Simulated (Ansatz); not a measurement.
## Relaxing Ti3H2

The calculation used Ansatz, DFT PBE, scalar-relativistic, plane waves, PAW.

Ti3H2 was placed on the A-type sesquioxide structure type (P-3m1, No. 164), with H in place of La, Ti in place of O, at a guessed volume.

Input of the last, converged step (default PAW datasets):

```yaml
crystal:
  lattice:
    - [2.9345527889, 0.0, 0.0]
    - [-1.4672763944, 2.5413972639, 0.0]
    - [0.0, 0.0, 7.2618214903]
  atoms:
    - { symbol: Ti, position: [0.0, 0.0, 0.0] }
    - { symbol: Ti, position: [0.3333333333, 0.6666666667, 0.660201735] }
    - { symbol: Ti, position: [0.6666666667, 0.3333333333, 0.339798265] }
    - { symbol: H, position: [0.3333333333, 0.6666666667, 0.1646213733] }
    - { symbol: H, position: [0.6666666667, 0.3333333333, 0.8353786267] }
basis:
  ecutwfc: 420
kpoints:
  mp_grid: { grid: [12, 12, 6] }
hamiltonian:
  xc: pbe
scf:
  occupations: { method: gaussian, width: 0.1 }
output:
  forces: true
  stress: true
  eigenvalues: true
relax:
  adjacent_minimum: "off"
  f_tol: 0.01
  max_steps: 80
  cell: { stress_tol: 0.05 }
```

Launched as:

```bash
ansatz run input.yaml --threads 1 --pin off --max-ram 2560MiB --backend cpu --events-out ev --progress --plain --runs-dir out
```

The run took 35 s on 1 thread of Arm Neoverse V2 (shared host), peak memory 0.4 GiB.

The program printed at the end:

```
SCF converged after 7 iterations
Free energy (F): -7532.005859 eV
Harris-Foulkes:  -7532.005859 eV  (|F-HF|=9.09e-13)
Internal energy: -7531.976645 eV  (E = F + TS)
E sigma→0 (E₀):  -7531.991252 eV
Entropy (-TS):   -0.029214 eV (-5.843 meV/atom)
Fermi energy:    13.424365 eV
--- Per-component energies (eV) ---
  E_band       = -459.767284
  E_kinetic    = 848.002019
  E_local      = -2416.916472  (includes V_loc(G=0)·N_el)
  E_nonlocal   = 27.213508
  E_hartree    = 994.142556
  E_xc         = -312.353481
  E_vxc        = -391.826985  (∫ρ·V_xc dr)
  E_paw        = -3144.256458  (= ΣΔE_a)
  E_vpaw       = -514.522334  (= ΣTr[D̂ρ^β])
  E_aug_tail   = -0.002133  (compensation charges beyond the density's cutoff)
  E_ewald      = -3527.806184
  E_smearing   = -0.029214  (= −TS)
  E_closure    = 0.000000  (closes the sum)
  Σ components = -7532.005859   (vs F -7532.005859, Δ=0.00e0)
--- Forces (eV/Å), atoms counted from 1 ---
  atom   1  Ti     0.00000000     0.00000000     0.00000000
  atom   2  Ti     0.00000000     0.00000000    -0.00111683
  atom   3  Ti     0.00000000     0.00000000     0.00111683
  atom   4  H      0.00000000     0.00000000    -0.00092722
  atom   5  H      0.00000000     0.00000000     0.00092722
  max |Σ_I F_I| component: 9.27e-18 eV/Å
--- Stress (GPa, compression-positive) ---
       -0.001761       0.000000       0.000000
        0.000000      -0.001761       0.000000
        0.000000       0.000000       0.013258
  P = ⅓ Tr σ = 0.0032 GPa (0.032 kbar)
--- Relaxed structure (4 steps of the walk, 4 accepted, 1 SCFs on fresh bases) ---
  F+E_penalty+E_count = -7532.00585878 eV   max|allowed force component| = 1.117e-3 eV/Å   (the final SCF, on the basis selected at the relaxed cell)
  cell:  # Å, volume = 54.2712 Å³
    - [2.937670, 0.000000, 0.000000]
    - [-1.468835, 2.544097, 0.000000]
    - [0.000000, 0.000000, 7.261611]
  atoms:
    - { symbol: Ti, position: [0.000000, 0.000000, 0.000000] }
    - { symbol: Ti, position: [0.333333, 0.666667, 0.658898] }
    - { symbol: Ti, position: [0.666667, 0.333333, 0.341102] }
    - { symbol: H, position: [0.333333, 0.666667, 0.165315] }
    - { symbol: H, position: [0.666667, 0.333333, 0.834685] }
```

Total energies depend on the potentials used, so only differences within one code and one set of settings carry meaning.

The result has space group P-3m1 (No. 164). Ti on Wyckoff site a (1 atom of the primitive cell) has 6 H at 2.08 Å; Ti on Wyckoff site d (2 atoms of the primitive cell) has 3 H at 2.12 Å; H is coordinated by 6 Ti at 2.08–2.12 Å.

Against the elements it lies at -0.25 eV/atom. Energies over the elements count from the elements' standard structures at the same level (H₂ as a molecule), with no empirical corrections.

The k mesh leaves about 4 meV/atom of noise in metals.

A structure relaxed within its symmetry needn't be a true minimum.